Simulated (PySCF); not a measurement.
# S₃: singlet, from a bent start

Where does singlet S₃ go from a bent start, is the end point a minimum, and what are its modes, charges and moments?

Method: PBE0, basis S def2-TZVP, no relativity, density fitting; program: PySCF 2.14.0.

## Step 1: The system as given

3 atoms, charge 0, spin multiplicity 1.

Bond lengths: S1–S2 1.880 Å, S1–S3 1.880 Å. Angles: S2–S1–S3 110.0°.

Z-matrix (Å, degrees; charge 0 multiplicity 1):
```
S
S  1 1.8800
S  1 1.8800 2 110.00
```

## Step 2: First SCF at the start

The steps below are one call of a driver around PySCF. For each, scf.py gives the equivalent set-up of the SCF; relaxations use the driver's own optimiser. After this first run the driver tries any further starts and a stability analysis.

scf.py reads:

```python
from pyscf import gto, scf, dft
mol = gto.M(atom='''
S      0.000000     0.000000     0.000000
S      1.540000     0.000000     1.078300
S     -1.540000     0.000000     1.078300''',
    basis={'S': 'def2-TZVP'},
    charge=0, spin=0)
mf = dft.RKS(mol, xc='PBE0')
mf.grids.atom_grid = (50, 194)
aux = {'S': 'def2-universal-JKFIT'}
mf = mf.density_fit(auxbasis=aux)
mf.conv_tol = 1e-08
mf.diis_space = 10
mf.max_cycle = 60
mf.init_guess = 'minao'
mf.verbose = 4
mf.kernel()
```

On the command line:

```sh
$ OMP_NUM_THREADS=2 python axn.py task.json out
```

Output:

```text
init E= -1194.71739560998
  HOMO = -0.277929099112292  LUMO = -0.19026597311565  gap/eV = 2.38544
cycle= 1 E= -1194.15370172807  delta_E= 0.564  |g|= 0.324  |ddm|= 1.99
  HOMO = -0.248594586224247  LUMO = -0.163689742521466  gap/eV = 2.31038
cycle= 2 E= -1194.09182827558  delta_E= 0.0619  |g|= 0.575  |ddm|= 0.694
  HOMO = -0.265267224708253  LUMO = -0.153785924125735  gap/eV = 3.03356
cycle= 3 E= -1194.18064416676  delta_E= -0.0888  |g|= 0.0415  |ddm|= 0.462
  HOMO = -0.27101479274196  LUMO = -0.157529824057804  gap/eV = 3.08808
cycle= 4 E= -1194.18102851228  delta_E= -0.000384  |g|= 0.0146  |ddm|= 0.04
  HOMO = -0.269519098902386  LUMO = -0.155970087550592  gap/eV = 3.08983
cycle= 5 E= -1194.18108745932  delta_E= -5.89e-05  |g|= 0.00279  |ddm|= 0.0142
  HOMO = -0.269854243189562  LUMO = -0.156099223585617  gap/eV = 3.09543
cycle= 6 E= -1194.18108923866  delta_E= -1.78e-06  |g|= 0.000884  |ddm|= 0.00296
  HOMO = -0.269817146543106  LUMO = -0.156069356942929  gap/eV = 3.09524
cycle= 7 E= -1194.1810894693  delta_E= -2.31e-07  |g|= 9.37e-05  |ddm|= 0.000732
  HOMO = -0.269811459496513  LUMO = -0.156068614321843  gap/eV = 3.09510
cycle= 8 E= -1194.18108947301  delta_E= -3.71e-09  |g|= 2.4e-05  |ddm|= 0.000187
  HOMO = -0.269818748275125  LUMO = -0.156072970852396  gap/eV = 3.09518
Extra cycle  E= -1194.18108947298  delta_E= 2.86e-11  |g|= 2.79e-05  |ddm|= 5.64e-05
converged SCF energy = -1194.18108947298
```

This step, with its further starts and checks, took 4.9 s on 2 threads of Arm Neoverse V1, shared host.

No lower closed-shell solution turned up in the test of internal stability.

## Step 3: Bent start, singlet: relaxation

The program finds C2v symmetry in the start, which this walk keeps. The walk stops when the largest gradient is under 0.0003 Eh/bohr and the energy has settled too.

scf.py: that of step 2 with these lines changed.

```diff
@@ -3,3 +3,3 @@
-S      0.000000     0.000000     0.000000
-S      1.540000     0.000000     1.078300
-S     -1.540000     0.000000     1.078300''',
+S      0.000000     0.000000    -0.718867
+S      1.540000     0.000000     0.359433
+S     -1.540000     0.000000     0.359433''',
@@ -15 +14,0 @@
-mf.init_guess = 'minao'
```

Steps of the walk:

```
step   energy (Eh)  change (kJ/mol)  largest symmetric gradient (Eh/bohr)
   0  -1194.181089             0.00                               0.02448
   1  -1194.185199           -10.79                               0.00394
   2  -1194.185337           -11.15                               0.00017
   3  -1194.185337           -11.15                               0.00000
```

The walk took 4.5 s.

Geometry (Å) and forces (eV/Å) at some steps:

```
step 0
S    0.000   0.000  -0.719   0.000   0.000   0.022
S    1.540   0.000   0.359   1.259   0.000  -0.011
S   -1.540   0.000   0.359  -1.259   0.000  -0.011
step 1
S    0.000   0.000  -0.670   0.000   0.000   0.203
S    1.618   0.000   0.335   0.086   0.000  -0.101
S   -1.618   0.000   0.335  -0.086   0.000  -0.101
step 2
S    0.000   0.000  -0.654   0.000   0.000   0.004
S    1.632   0.000   0.327   0.009   0.000  -0.002
S   -1.632   0.000   0.327  -0.009   0.000  -0.002
step 3
S    0.000   0.000  -0.654   0.000   0.000   0.000
S    1.633   0.000   0.327   0.000   0.000   0.000
S   -1.633   0.000   0.327   0.000   0.000   0.000
```

After 3 steps and 11.2 kJ/mol it ends at C2v: S–S 1.905 Å (×2); S–S–S 118.0°.

## Step 4: Frequencies

On the finer grid the gradient is checked again; gradients at displacements of ±0.02 bohr then give force constants and infrared intensities.

scf.py: that of step 3 with these lines changed.

```diff
@@ -3,3 +3,3 @@
-S      0.000000     0.000000    -0.718867
-S      1.540000     0.000000     0.359433
-S     -1.540000     0.000000     0.359433''',
+S      0.000000     0.000000    -0.653607
+S      1.632775     0.000000     0.326803
+S     -1.632775     0.000000     0.326803''',
@@ -9 +9 @@
-mf.grids.atom_grid = (50, 194)
+mf.grids.atom_grid = (75, 302)
@@ -12 +12 @@
-mf.conv_tol = 1e-08
+mf.conv_tol = 1e-10
```

The driver hands on the density of the step before, so the log starts near convergence.

SCF at the final geometry:

```text
init E= -1194.1853808765
  HOMO = -0.278326340451853  LUMO = -0.158096048953368  gap/eV = 3.27163
cycle= 1 E= -1194.18538087649  delta_E= 1.5e-11  |g|= 7.42e-06  |ddm|= 9.03e-06
  HOMO = -0.27832681947421  LUMO = -0.158096805609041  gap/eV = 3.27163
Extra cycle  E= -1194.18538087641  delta_E= 7.5e-11  |g|= 1.69e-05  |ddm|= 2.09e-05
converged SCF energy = -1194.18538087641
```

The whole step took 18 s.

Geometry: C2v; S–S 1.905 Å (×2); S–S–S 118.0°.

Harmonic modes (main isotopes):

| symmetry | ω (cm⁻¹) | IR (km/mol) | μ (u) |
| --- | --- | --- | --- |
| a1 | 271 | 1.1 | 31.97 |
| a1 | 630 | 3.0 | 31.97 |
| b2 | 731 | 140 | 31.97 |

No imaginary mode, so this is a minimum.

Constants and moments:

```
Dipole moment                                                   : 0.50 D
Highest occupied level                                          : -7.57 eV
Lowest empty level                                              : -4.30 eV
Rotational constants                                            : 0.8228, 0.09889, 0.08828 cm⁻¹
Zero-point energy                                               : 9.8 kJ/mol
Principal polarisabilities                                      : 29.8, 40.2, 98.5 bohr³
Atomisation energy without zero-point energy                    : 694 kJ/mol
Principal traceless quadrupole moments about the centre of mass : -0.95, -0.79, 1.75 D Å
Entropy at 298.15 K and 1 bar                                   : 273.7 J/(mol K)
Heat capacity Cp at 298.15 K                                    : 47.8 J/(mol K)
Enthalpy at 298.15 K above 0 K                                  : 11.76 kJ/mol
Rotational symmetry number                                      : 2
```

Charges (e) and bond orders:

| atom | Mulliken | Löwdin | polar tensor | Mayer order to S1 |
| --- | --- | --- | --- | --- |
| S1 | 0.25 | 0.13 | 0.69 | – |
| S2,3 | -0.12 | -0.07 | -0.34 | 1.74 |

Outer orbital energies (eV). occupied: -20.83, -16.40, -12.18, -11.58, -11.43, -8.03, -7.65, -7.57; empty: -4.30, -0.80, 0.48, 4.12.

Mulliken populations on S1: s 5.80, p 9.55, d 0.38, f 0.02.

## Step 5: Stability of the closed shell

At the lowest minimum the closed shell is tested against spin polarisation, on the (50, 194) grid. It is stable.

## Step 6: Results

```
                                 quantity                           value
                                  minimum                    singlet, C2v
                                 geometry  S–S 1.905 Å (×2); S–S–S 118.0°
                       wavenumbers (cm⁻¹)    271 (a1), 630 (a1), 731 (b2)
                            dipole moment                          0.50 D
     highest occupied, lowest empty level                 -7.57, -4.30 eV
                polar-tensor charge of S1                         +0.69 e
                        zero-point energy                      9.8 kJ/mol
                      entropy at 298.15 K                 273.7 J/(mol K)
atomisation energy (no zero-point energy)                      694 kJ/mol
```

In words: The molecule stays C2v, as typed, and the end point is a minimum. The strongest infrared band lies at 731 cm⁻¹ (b2, stretch). Other starts or spin states, not run here, may lie lower.

The search up to here took 30 s on 2 threads of Arm Neoverse V1, shared host.
